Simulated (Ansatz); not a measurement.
## CH₃, doublet: energies of several shapes or isomers

Calculated in Ansatz's Gaussian-basis code. Nonrelativistic, cc-pVDZ, 1 core orbital frozen. Single-reference values can break down or jump between states where bonds are stretched.

Case A. A bond is stretched, to 1.97 times the sum of the covalent radii.

```xyz
4

C     0.0000    0.0000    0.0000
H     0.0000    2.1040    0.0000
H     0.9340   -0.5400    0.0000
H    -0.9340   -0.5400    0.0000
```

Case B:

```xyz
4

C     0.0000    0.0000    0.0000
H     1.0773    0.0000    0.0000
H    -0.5387    0.9330    0.0000
H    -0.5387   -0.9330    0.0000
```

Energy less that of case A, in eV:

```
case  RCCSD(T)
   B    -3.887
```

(1) What does UCCSD(T) give for these differences?

Results:

(1) B: -3.935 eV (-90.7 kcal/mol).
